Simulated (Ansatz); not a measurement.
# BS+ (triplet): the correlation ladder, def2-TZVPP

An exercise on one series of results from a longer session: the logs are not shown, and one member is left open.

The runs use Ansatz 0.2.0, Gaussian basis; def2-TZVPP, core rule «outside noble gas», up to 6 orbitals frozen.

The runs, in order: UHF; ROHF; CCSD(T) on UHF.

2 further runs of the same task are left out: 2 set aside as unsound or not needed.

## The system

The geometry is a PBE0/def2-TZVP stationary point (not a proven minimum).

2 atoms, charge 1, spin multiplicity 3.

Atoms are counted from 1 here; the program's logs count them from 0.

Bond lengths: B1–S2 1.703 Å.

The first run:

Contents of in.yaml:

```yaml
crystal:
  periodic: [false, false, false]
  atoms:
    - {symbol: B, position_ang: [0.000000, 0.000000, 0.000000]}
    - {symbol: S, position_ang: [0.000000, 0.000000, 1.703300]}
basis:
  gaussian: {orbitals: def2-TZVPP}
total_charge: 1
magnetization: {spin_polarized: true, initial_magnetization: 2}
hamiltonian: {xc: hf}
output: {orbitals: {seedname: orbitals}}
```

Started as:

```sh
$ ansatz run in.yaml --threads 1 --pin off --events-out ev --progress --plain --max-ram 4096MiB --backend cpu
```

Among the steps run: UHF; ROHF; CCSD(T) on UHF.

One of the session's tables, all rows but one given; the rest of the session is left out.

It belongs to the step «Misses and costs». 

```
  method  from UCCSD(T) (meV)
    ROHF              +6024.2
     UHF              +5881.1
    UMP2                    ?
   UCCSD               +307.9
UCCSD(T)                    0
```

**Question.** Estimate the row for UMP2.

The run gave: from UCCSD(T) (meV): +1057.8. In the column «from UCCSD(T) (meV)» it lies between UCCSD (+307.9) and UHF (+5881.1).
